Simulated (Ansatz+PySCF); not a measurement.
Results of a calculation; reference values are marked as such.
## Ansatz (development build ahead of 0.2.0) run

```yaml
crystal:
  periodic: [false, false, false]
  atoms:
    - { symbol: C, position_ang: [0.0, 0.01452, -0.63502] }
    - { symbol: C, position_ang: [0.0, -0.03876, 0.7272] }
    - { symbol: H, position_ang: [0.85905, 0.01359, 1.24729] }
    - { symbol: H, position_ang: [-0.85905, 0.01359, 1.24729] }
    - { symbol: H, position_ang: [0.0, 0.97526, -0.98072] }
    - { symbol: H, position_ang: [0.82012, -0.4285, -1.03347] }
    - { symbol: H, position_ang: [-0.82012, -0.4285, -1.03347] }
basis:
  gaussian: { orbitals: def2-SVP }
magnetization:
  spin_polarized: true
  initial_magnetization: 1
hamiltonian:
  xc: hf
correlation:
  method: ccsd_t
  frozen_orbitals: { C: 1, H: 0 }
scf:
  omitted_lower_state_checks: [stability, starts, atomic_configurations, cluster_reference, orbital_swaps, given_window_search, neighbouring_geometries, increment]
```

The input is written out in the form of the current development build from the run's settings.

The run gave:

* Converged: yes
* Reference energy: -78.50525 hartree
* CCSD correlation energy: -0.29860 hartree
* Triples correction: -0.00658 hartree
* Total energy: -78.81042 hartree
* Spin squared of the determinant: 0.759
* Largest doubles amplitude: 0.03
* Occupied orbitals by symmetry in an Abelian subgroup (alpha; beta): 7 A' 2 A''; 6 A' 2 A''
